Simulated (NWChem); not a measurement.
# One shape, several levels: C2H5N (SMILES C=NC)

We compute a comparison of 4 runs (B3LYP/aug-cc-pVDZ, BHLYP/aug-cc-pVDZ, CAM-B3LYP/aug-cc-pVDZ, M06-2X/aug-cc-pVDZ) of C2H5N. 

Program for the calculation: NWChem 7.3.0.

### Step 1. The system as given

C2H5N: 8 atoms, total charge 0, spin state singlet. SMILES: `C=NC`. One bond was lengthened or shortened from a relaxed shape.

Bond lengths: C1–N2 1.257 Å, N2–C3 1.439 Å, C1–H4 1.265 Å, C1–H5 1.090 Å, C3–H6 1.100 Å, C3–H7 1.093 Å, C3–H8 1.093 Å. Angles: C1–N2–C3 117.9°, N2–C1–H4 123.2°, N2–C1–H5 119.4°, N2–C3–H6 113.7°, N2–C3–H7 109.0°, N2–C3–H8 109.1°, H4–C1–H5 117.3°, H6–C3–H7 109.1°, H6–C3–H8 109.1°, H7–C3–H8 106.7°.

### Step 2. A single-point energy at B3LYP/aug-cc-pVDZ (run 1)

Input file run.py:

```python
from ase import Atoms
from ase.calculators.nwchem import NWChem

mol = Atoms(['C', 'N', 'C', 'H', 'H', 'H', 'H', 'H'], positions=[
    [-0.579027, 0.787071, -0.881637],
    [0.577273, 0.351871, -0.650737],
    [0.754973, -0.525529, 0.475763],
    [-1.585200, 0.492200, -0.173900],
    [-0.741327, 1.452271, -1.729237],
    [-0.171627, -0.720729, 1.035363],
    [1.167473, -1.475629, 0.125663],
    [1.496373, -0.092129, 1.152363],
])

calc = NWChem(
    label='job',
    theory='dft',
    memory='2200 mb',
    basis='aug-cc-pVDZ',
    basispar='spherical bse',
    dft={'xc': 'b3lyp', 'mult': '1', 'grid': 'fine', 'convergence': 'energy 1e-08', 'iterations': '100', 'mulliken': None},
    task='energy',
)
mol.calc = calc

print("Total energy (eV):", round(mol.get_potential_energy(), 6))
print("dipole (e A):", mol.get_dipole_moment().round(4))
```

Launch:

```
$ export ASE_NWCHEM_COMMAND="nwchem PREFIX.nwi > PREFIX.nwo"
$ python run.py
```

Output:

```text
Total energy (eV): -3644.914897
dipole (e A): [-0.2107 -0.0668  0.154 ]
```

The calculator wrote job.nwi:

```
title "job"

permanent_dir job

scratch_dir job

start job

geometry units angstrom nocenter noautosym noautoz
  C  -5.7902699999999996e-01 7.8707099999999997e-01 -8.8163700000000000e-01
  N  5.7727300000000004e-01 3.5187099999999999e-01 -6.5073700000000001e-01
  C  7.5497300000000001e-01 -5.2552900000000002e-01 4.7576299999999999e-01
  H  -1.5851999999999999e+00 4.9220000000000003e-01 -1.7390000000000000e-01
  H  -7.4132699999999996e-01 1.4522710000000001e+00 -1.7292369999999999e+00
  H  -1.7162700000000000e-01 -7.2072899999999995e-01 1.0353630000000000e+00
  H  1.1674730000000000e+00 -1.4756290000000001e+00 1.2566300000000000e-01
  H  1.4963730000000000e+00 -9.2129000000000003e-02 1.1523630000000000e+00
end

memory 2200 mb

basis spherical bse noprint
   * library aug-cc-pVDZ
end

dft
  xc b3lyp
  mult 1
  grid fine
  convergence energy 1e-08
  iterations 100
  mulliken
end

task dft energy
```

job.nwo, shortened:

```text
[...]
      One electron energy =     -321.706208013626
[... 1 line left out ...]
    Exchange-Corr. energy =      -19.538506216078
[... 6 lines left out ...]
                       DFT Final Molecular Orbital Analysis
[... 817 lines left out ...]
    Atom       Charge   Shell Charges
[...]
```

It took 27 s on 1 thread of Intel Xeon 6975P-C (Granite Rapids), shared host; peak memory 0.12 GiB.

### Step 3. The energy at BHLYP/aug-cc-pVDZ (run 2)

Input file run.py:

```python
from ase import Atoms
from ase.calculators.nwchem import NWChem

molecule = Atoms(['C', 'N', 'C', 'H', 'H', 'H', 'H', 'H'], positions=[
    [-0.579027, 0.787071, -0.881637],
    [0.577273, 0.351871, -0.650737],
    [0.754973, -0.525529, 0.475763],
    [-1.585200, 0.492200, -0.173900],
    [-0.741327, 1.452271, -1.729237],
    [-0.171627, -0.720729, 1.035363],
    [1.167473, -1.475629, 0.125663],
    [1.496373, -0.092129, 1.152363],
])

calc = NWChem(
    label='c2h5n',
    theory='dft',
    memory='2200 mb',
    basis='aug-cc-pVDZ',
    basispar='spherical bse',
    dft={'xc': 'bhlyp', 'mult': '1', 'grid': 'fine', 'convergence': 'energy 1e-08', 'iterations': '100', 'mulliken': None},
    task='energy',
)
molecule.calc = calc

print(f"energy = {molecule.get_potential_energy():.6f} eV")
print("dipole (e A):", molecule.get_dipole_moment().round(4))
```

Launch:

```
$ export ASE_NWCHEM_COMMAND="nwchem PREFIX.nwi > PREFIX.nwo"
$ python run.py
```

Output:

```text
energy = -3642.389396 eV
dipole (e A): [-0.2416 -0.0638  0.1595]
```

The calculator wrote c2h5n.nwi:

```
title "c2h5n"

permanent_dir c2h5n

scratch_dir c2h5n

start c2h5n

geometry units angstrom nocenter noautosym noautoz
  C  -5.7902699999999996e-01 7.8707099999999997e-01 -8.8163700000000000e-01
  N  5.7727300000000004e-01 3.5187099999999999e-01 -6.5073700000000001e-01
  C  7.5497300000000001e-01 -5.2552900000000002e-01 4.7576299999999999e-01
  H  -1.5851999999999999e+00 4.9220000000000003e-01 -1.7390000000000000e-01
  H  -7.4132699999999996e-01 1.4522710000000001e+00 -1.7292369999999999e+00
  H  -1.7162700000000000e-01 -7.2072899999999995e-01 1.0353630000000000e+00
  H  1.1674730000000000e+00 -1.4756290000000001e+00 1.2566300000000000e-01
  H  1.4963730000000000e+00 -9.2129000000000003e-02 1.1523630000000000e+00
end

memory 2200 mb

basis spherical bse noprint
   * library aug-cc-pVDZ
end

dft
  xc bhlyp
  mult 1
  grid fine
  convergence energy 1e-08
  iterations 100
  mulliken
end

task dft energy
```

c2h5n.nwo, shortened:

```text
[...]
      One electron energy =     -321.668490758948
[... 1 line left out ...]
    Exchange-Corr. energy =      -19.451312689062
[... 6 lines left out ...]
                       DFT Final Molecular Orbital Analysis
[... 816 lines left out ...]
    Atom       Charge   Shell Charges
[...]
```

Run time: 26 s. Hardware: 1 thread of Intel Xeon 6975P-C (Granite Rapids), shared host; peak memory 0.12 GiB.

Run 3 isn't shown in full; the table further down has it.

### Step 4. The energy at M06-2X/aug-cc-pVDZ (run 4)

Input file a.nw:

```
start a
memory total 2200 mb
charge 0

geometry units angstroms noautosym nocenter noautoz
   C     -0.579027     0.787071    -0.881637
   N      0.577273     0.351871    -0.650737
   C      0.754973    -0.525529     0.475763
   H     -1.585200     0.492200    -0.173900
   H     -0.741327     1.452271    -1.729237
   H     -0.171627    -0.720729     1.035363
   H      1.167473    -1.475629     0.125663
   H      1.496373    -0.092129     1.152363
end

basis spherical bse
   * library aug-cc-pVDZ
end

dft
   xc m06-2x
   grid fine
   convergence energy 1e-08
   iterations 100
   mulliken
end

task dft energy
```

Launch:

```
$ nwchem a.nw > a.out
```

Output:

```text
[...]
          Wavefunction type:  closed shell.
          No. of atoms     :     8
          No. of electrons :    24
[...]
          Charge           :     0
          Spin multiplicity:     1
[...]
          AO basis - number of functions:   114
[...]
              XC Information
              --------------
                       M06-2X Method XC Functional
                     Hartree-Fock (Exact) Exchange  0.540
                        M06-2X Exchange Functional  1.000
                      M06-2X Correlation Potential  1.000
[...]
 d= 0,ls=0.0,diis     1   -133.8370400661 -2.06D+02  1.32D-02  2.93D-01     3.5
[...]
 d= 0,ls=0.0,diis     8   -133.8780141171 -4.86D-09  1.96D-06  1.28D-07    26.0
         Total DFT energy =     -133.878014117149
      One electron energy =     -321.664576814657
           Coulomb energy =      135.292357049666
    Exchange-Corr. energy =      -19.463824081498
 Nuclear repulsion energy =       71.958029729340
[...]
      Total Density - Mulliken Population Analysis
     ---------------------------------------------
    Atom       Charge   Shell Charges
 -----------   ------   -------------------------------------------------------
    1 C    6     5.66   2.02  0.69  0.46  0.03  1.98  0.51 -0.01  0.08 -0.09
    2 N    7     7.17   2.01  0.78  0.82  0.03  2.32  1.14 -0.06  0.04  0.09
    3 C    6     5.03   2.01  0.66  0.06  0.06  2.11  0.17 -0.04  0.07 -0.07
    4 H    1     1.00   0.69  0.35 -0.01  0.02 -0.05
    5 H    1     1.38   0.78  0.56  0.03  0.02 -0.01
    6 H    1     1.27   0.77  0.48  0.02  0.03 -0.02
    7 H    1     1.24   0.77  0.47  0.01  0.03 -0.03
    8 H    1     1.25   0.77  0.47  0.01  0.03 -0.03
[...]
```

Wall time 27 s (1 thread of Intel Xeon 6975P-C (Granite Rapids), shared host); peak memory 0.12 GiB.

### Step 5. Overview of the runs

| run | level | energy (Eh) | dipole moment (D) | HOMO energy (eV) | LUMO energy (eV) | wall time |
| --- | --- | --- | --- | --- | --- | --- |
| 1 | B3LYP/aug-cc-pVDZ | -133.948153 | 1.29 | -7.24 | -0.73 | 27 s |
| 2 | BHLYP/aug-cc-pVDZ | -133.855343 | 1.42 | -8.84 | 0.27 | 26 s |
| 3 | CAM-B3LYP/aug-cc-pVDZ | -133.868283 | 1.39 | -8.86 | 0.39 | 65 s |
| 4 | M06-2X/aug-cc-pVDZ | -133.878014 | 1.36 | -8.78 | 0.00 | 27 s |

### Step 6. Summary of results

| quantity | value |
| --- | --- |
| run 4: total energy | -133.87801 Eh |
| run 4: dipole moment | 1.36 D |
| run 4: HOMO energy | -8.78 eV |
| run 4: LUMO energy | 0.00 eV |
| run 4: HOMO–LUMO gap | 8.77 eV |

In words: The dipole moment (its size) runs from 1.29 D (B3LYP/aug-cc-pVDZ) to 1.42 D (BHLYP/aug-cc-pVDZ). The HOMO–LUMO gap runs from 6.50 eV (B3LYP/aug-cc-pVDZ) to 9.25 eV (CAM-B3LYP/aug-cc-pVDZ). Totals of different functionals can't be ranked against each other. All runs together took 2.4 min, the longest 65 s.
